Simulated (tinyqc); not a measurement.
Ways to converge the cycle: SCF convergence aids in the sto-3g basis, for LiH, spin multiplicity 1. Computed by the program tinyqc with PySCF. RHF with one setting changed at a time; a run stops when the energy changes by less than 1e-09 hartree and the error matrix is below 1e-5. The start is the Wolfsberg-Helmholz matrix. Damping d keeps d of the old density; a shift (hartree) raises the virtual levels; DIIS n extrapolates F over n matrices.

Geometry (angstrom):
```
atom       x       y       z
Li    0.0000  0.0000  0.0000
H     0.0000  0.0000  1.5190
```

lowest restricted solution found by these runs and by PySCF = -7.863368 hartree

Largest element of the error matrix X^T (FDS - SDF) X:
```
iteration    plain  damping 0.3  damping 0.6  shift 0.4   DIIS 3   DIIS 8
1          9.0e-02      9.0e-02      9.0e-02    9.0e-02  9.0e-02  9.0e-02
2          2.5e-02      4.5e-02      6.5e-02    5.1e-02  2.5e-02  2.5e-02
3          1.3e-02      2.4e-02      4.7e-02    3.2e-02  1.2e-02  1.2e-02
4          7.2e-03      1.4e-02      3.4e-02    2.1e-02  8.2e-04  8.2e-04
5          3.9e-03      9.4e-03      2.5e-02    1.7e-02  1.1e-04  2.7e-04
6          2.1e-03      6.4e-03      1.9e-02    1.3e-02  7.4e-06  3.7e-05
8          5.9e-04      2.9e-03      1.1e-02    8.3e-03        -  1.5e-07
10         1.6e-04      1.3e-03      7.0e-03    5.0e-03        -        -
14         1.3e-05      2.7e-04      3.1e-03    1.8e-03        -        -
20               -      2.4e-05      9.0e-04    3.8e-04        -        -
30               -            -      1.1e-04    2.9e-05        -        -
```

How each run ends:
```
run          iterations  E (hartree)         state
plain                15     -7.86337  lowest found
damping 0.3          23     -7.86337  lowest found
damping 0.6          42     -7.86337  lowest found
shift 0.4            35     -7.86337  lowest found
DIIS 3                7     -7.86337  lowest found
DIIS 8                8     -7.86337  lowest found
```

What does the comparison show, and why?

6 of 6 runs reach the lowest restricted solution found, in 7 to 42 iterations (fastest: DIIS 3). Plain steps already contract here, so damping only slows them. DIIS 3 and DIIS 8 gain by cancelling the error over several earlier matrices, much as a quasi-Newton step does.
